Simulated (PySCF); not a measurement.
CHO, SMILES [CH]=O (connectivity only; charge and spin as stated), charge +1, multiplicity 1. Geometry optimised at B3LYP-D3(BJ)/def2-TZVPD. The isomer is the one that the SMILES or the coordinates give; other isomers of the formula were not compared.

TDA-M06-2X/def2-TZVPD run with PySCF 2.14.0 puts the lowest singlet excitations at 8.88, 10.00, 10.00, 11.62, 11.62, 14.56 eV and the lowest triplet (TDA) at 7.86 eV.

**Question.** What are the lowest singlet roots from EOM-CCSD/aug-cc-pVDZ in PySCF? (The exact figures need the calculation; the answer reports its results.)

**Answer.** 10.10, 10.42, 10.42, 11.86, 11.86, 14.74 eV; triplets 7.95, 9.15, 9.15 eV. S1 differs by 1.22 eV (second minus first; roots are paired by order, and the bases may differ).
